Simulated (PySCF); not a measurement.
PON + 2 H₂O → PO₂(OH) + NH₃

Level: PBE0 in the def2-TZVP basis family, all electrons, no relativity, computed in PySCF with density fitting; open shells unrestricted.

| species | state and structure | E (Eh) | ZPE (kJ/mol) | H(298 K) − H(0) (kJ/mol) | S° (J/(mol K)) |
| --- | --- | --- | --- | --- | --- |
| PON | singlet, C∞v, P–N 1.483 Å, P–O 1.460 Å; N–P–O 180.0° | -471.04764 | 18.9 | 11.2 | 238.0 |
| H₂O | singlet, C2v, O–H 0.960 Å (×2); H–O–H 105.1° | -76.37736 | 56.5 | 9.9 | 188.7 |
| PO₂(OH) | singlet, Cs, O–H 0.967 Å, P–O 1.447 Å, P–O 1.454 Å, P–O 1.574 Å; H–O–P 111.3°, O–P–O 112.3°, O–P–O 113.9°, O–P–O 133.8° | -567.44472 | 61.8 | 12.9 | 279.2 |
| NH₃ | singlet, C3v, N–H 1.013 Å (×3); H–N–H 107.1° (×3) | -56.51312 | 90.6 | 10.0 | 192.4 |

Problem. What is the electronic reaction energy?

Solution. At PBE0/def2-TZVP, ΔE = -408.2 kJ/mol from the differences of the total energies times 2625.5, downhill. 

Problem. Add zero-point, thermal and entropy terms for 298.15 K and 1 bar.

Solution. ΔZPE = 20.5 and Δ[H(298) − H(0)] = -8.1 kJ/mol give ΔH° = -395.8 kJ/mol. ΔS° = -143.8 J/(mol K), so ΔG° = -395.8 − 298.15 × (-0.1438) = -353 kJ/mol. ΔG° would change sign near 2750 K if ΔH° and ΔS° stayed fixed.

Only the bonding shown was studied: isomers, or loss of a ligand pair, can lie lower.
